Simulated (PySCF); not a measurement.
Electron affinity of B by level of theory

B⁻ [He] 2s2 2p2 (3P) → B [He] 2s2 2p1 (2P), as a difference of total energies. Computed with PySCF 2.14 in dyall-av3z (15s9p3d2f, 71 functions), with no relativity, point nucleus. Correlated levels: valence: 1s2 frozen; virtual orbitals above 40 to 60 times the deepest correlated orbital energy dropped. The calculations carry no spin-orbit coupling.

```json
{"method": "UHF", "electron affinity (eV)": "-0.304", "error (eV)": "-0.584"}
{"method": "LDA", "electron affinity (eV)": "0.765", "error (eV)": "+0.485"}
{"method": "PBE", "electron affinity (eV)": "0.647", "error (eV)": "+0.367"}
{"method": "PBE0", "electron affinity (eV)": "0.489", "error (eV)": "+0.209"}
{"method": "r2SCAN", "electron affinity (eV)": "0.604", "error (eV)": "+0.324"}
{"method": "wB97M-V", "electron affinity (eV)": "0.334", "error (eV)": "+0.054"}
{"method": "M06", "electron affinity (eV)": "0.313", "error (eV)": "+0.033"}
{"method": "B3LYP", "electron affinity (eV)": "0.482", "error (eV)": "+0.202"}
{"method": "HSE06", "electron affinity (eV)": "0.491", "error (eV)": "+0.211"}
{"method": "MP2 (valence)", "electron affinity (eV)": "0.209", "error (eV)": "-0.071"}
{"method": "SCS-MP2 (valence)", "electron affinity (eV)": "0.060", "error (eV)": "-0.220"}
```

Reference: 0.280 eV (measured; photodetachment measurements, as compiled on the Wikipedia data page of electron affinities).

Errors of the correlated levels include the incompleteness of this basis and the frozen core.

A negative affinity means that the anion lies above the atom at that level of theory.

In the anion the highest occupied orbital energy is positive at LDA, PBE, PBE0, r2SCAN, M06, B3LYP, HSE06, a self-interaction effect; the basis confines that electron, and the energy difference can still be sensible.
